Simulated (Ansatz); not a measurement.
bcc K: Voigt–Reuss–Hill shear modulus by level of theory

No measured value is used here.

| level (code) | value (GPa) | cell (Å³/atom) |
|---|---|---|
| LDA (Ansatz) | 1.4 | 64.25 |
| PBE (Ansatz) | 1.2 | 73.60 |
| PBEsol (Ansatz) | ___ | 70.93 |
| r²SCAN (Ansatz) | 1.2 | 76.49 |

Task: What belongs in the gaps?

Result: 
- PBEsol (Ansatz, an electronic-structure program), value (GPa): 1.3

Each level is taken at its own relaxed cell. Cutoffs differ between the levels. Ansatz's density-functional and Hartree–Fock values are scalar-relativistic unless marked +SOC, with PAW data made under PBE.
